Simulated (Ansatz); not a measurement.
Relaxation of AlBH4S (7 atoms, charge 0, multiplicity 1), to a largest force component of 0.015 eV/Å in at most 40 steps.

Method: RKS B3LYP/cc-pVDZ in Ansatz 0.2.0.

```xyz
7
Properties=species:S:1:pos:R:3:forces:R:3
B -1.389 0.489 -0.769 0.26 -0.26 -0.14
Al 0.300 0.182 0.391 0.29 0.00 0.21
S 1.647 -1.525 0.027 -0.27 -0.45 -0.65
H -2.312 -0.244 -0.726 -0.68 -0.38 0.20
H -1.452 1.283 -1.636 -0.03 0.66 -0.48
H 0.891 1.005 1.581 -0.06 0.35 0.35
H 2.315 -1.189 1.131 0.49 0.09 0.51
```

Where does it end, and by what steps?

The run converged. The force dipped under the threshold on the way, but the program's further checks kept it going. After 9 steps the energy has fallen by 0.132 eV; H4 moved furthest, 0.26 Å.

```csv
step,energy less start (eV),largest force component (eV/Å),accepted
0,0.0000,0.676,yes
1,-0.0843,0.547,yes
2,-0.1192,0.245,yes
3,-0.1263,0.052,yes
4,-0.1305,0.030,yes
5,-0.1244,0.269,no
6,-0.1316,0.006,yes
7,-0.1317,0.022,yes
8,-0.1317,0.016,no
9,-0.1318,0.001,yes
```

```xyz
7
Properties=species:S:1:pos:R:3
B -1.382 0.457 -0.810
Al 0.303 0.168 0.453
S 1.679 -1.521 -0.008
H -2.452 -0.063 -0.593
H -1.344 1.167 -1.789
H 0.676 1.062 1.718
H 2.520 -1.270 1.030
```

Run time: 15 s on 1 thread of Intel(R) Xeon(R) 6975P-C (Granite Rapids), with other jobs on the host, peak memory 0.15 GiB.
